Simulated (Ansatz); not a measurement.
**Scan of SiH$_{4}$, triplet**

All five atoms lie in one plane.

Starting geometry (PBE0/def2-TZVP stationary point for this spin, not checked as a minimum):

```yaml
atoms:
  - { symbol: Si, position_ang: [0.0000, 0.0000, 0.0000] }
  - { symbol: H, position_ang: [-0.0115, 1.0851, 1.0776] }
  - { symbol: H, position_ang: [-0.0165, -1.0776, 1.0850] }
  - { symbol: H, position_ang: [0.0165, 1.0776, -1.0850] }
  - { symbol: H, position_ang: [0.0115, -1.0851, -1.0776] }
```

From there H2 moves along the line of the two atoms named below, all else staying in place; atoms are numbered as listed. Energies are in kJ/mol, counted from the starting geometry at the same level. Kohn–Sham curves are unrestricted where that lies lower.

Basis cc-pVDZ; Ansatz 0.2.0. Only valence electrons are correlated (noble-gas cores frozen).

In so small a basis the reference is far from its limit while semilocal and hybrid functionals are nearer theirs (RPA and double hybrids share much of the reference's basis error), so the functionals' errors here hold much of the reference's basis and frozen-core error, which can add to them or hide them.

Full CI is exact within this basis and frozen core; it isn't the basis-set limit.

```json
{"distance Si1-H2 (Å)": "1.350", "full CI": "32.3", "PBE": "35.3", "r2SCAN": "32.4", "PBE0": "32.7", "B3LYP": "31.7", "wB97X-V": "32.0", "wB97M-V": "30.2", "B2PLYP": "30.6", "RPA-PBE": "33.5"}
{"distance Si1-H2 (Å)": "1.529", "full CI": "0.0", "PBE": "0.0", "r2SCAN": "0.0", "PBE0": "0.0", "B3LYP": "0.0", "wB97X-V": "0.0", "wB97M-V": "0.0", "B2PLYP": "0.0", "RPA-PBE": "0.0"}
{"distance Si1-H2 (Å)": "1.660", "full CI": "5.6", "PBE": "4.1", "r2SCAN": "5.9", "PBE0": "6.1", "B3LYP": "5.9", "wB97X-V": "6.8", "wB97M-V": "7.2", "B2PLYP": "6.9", "RPA-PBE": "5.1"}
{"distance Si1-H2 (Å)": "2.136", "full CI": "58.6", "PBE": "67.8", "r2SCAN": "69.3", "PBE0": "70.1", "B3LYP": "68.7", "wB97X-V": "69.8", "wB97M-V": "70.9", "B2PLYP": "67.4", "RPA-PBE": "67.5"}
{"distance Si1-H2 (Å)": "2.840", "full CI": "69.9", "PBE": "104.2", "r2SCAN": "108.5", "PBE0": "96.9", "B3LYP": "100.2", "wB97X-V": "88.7", "wB97M-V": "94.5", "B2PLYP": "87.2", "RPA-PBE": "84.8"}
{"distance Si1-H2 (Å)": "4.124", "full CI": "68.3", "PBE": "108.3", "r2SCAN": "116.5", "PBE0": "99.3", "B3LYP": "103.8", "wB97X-V": "89.0", "wB97M-V": "94.9", "B2PLYP": "88.1", "RPA-PBE": "80.4"}
```

Judged by the spread of the error over the points with a reference (largest less smallest), which of these follows full CI best and which worst?

Subtracting the full CI column from each: best RPA-PBE (errors from -0.5 to 14.9, spread 15.4 kJ/mol), worst r2SCAN (from 0.0 to 48.2, spread 48.2 kJ/mol). Functionals and wave-function methods converge differently with the basis, so part of this is basis effect.

wB97M-V at 4.124 Å lies 26.6 kJ/mol (39 %) above the reference in this basis. B2PLYP at 4.124 Å lies 19.8 kJ/mol (29 %) above the reference in this basis. PBE at 4.124 Å lies 40.0 kJ/mol (59 %) above the reference in this basis. PBE0 at 4.124 Å lies 31.1 kJ/mol (45 %) above the reference in this basis.
